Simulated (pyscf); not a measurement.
Optimised with ωB97X-D3(BJ)/def2-SVP in PySCF. Correlated levels are frozen-core, on RHF or UHF. ΔMP2 is the change of the MP2 total energy from the triple- to the quadruple-zeta basis.

**Question.** Estimate the classical barrier height and the reaction energy of `[NH2][InH][OH]` → `[OH][In]` [singlet] + `[NH3]` at CCSD(T)/def2-TZVPP + ΔMP2(QZVPP). The step runs on the singlet surface, breaks In–N, H–In and forms H–N; take the reactant's lowest minimum found as zero.

**Answer.** ΔE‡ = 46.6 kcal/mol, ΔE = -14.2 kcal/mol. Zero-point energy shifts the barrier by -1.0 kcal/mol. It is a 1,1-elimination, with an imaginary mode of 1306i cm⁻¹. On the product side the descent ends in an adduct with a In–N contact, 14.2 kcal/mol under the separated species and 76.2 kcal/mol under the saddle at ωB97X-D3(BJ)/def2-TZVP. What is counted as broken (In–N) persists as a longer contact in the product adduct; parting that adduct is a step of its own. At ωB97X-D3(BJ) the barrier from the zero used here is 52.5 kcal/mol. This is the saddle that the search found; another between the same sides may lie lower. The CCSD(T) − MP2 part came from Ansatz, without density fitting, on the same reference. The frozen core leaves the outer d or s,p core shells of the metals and heavy elements correlated in the MP2 and CC values, and def2-TZVPP describes them poorly, which can shift differences by a few kcal/mol. Elements past Kr carry the def2 core potentials, without spin-orbit coupling.
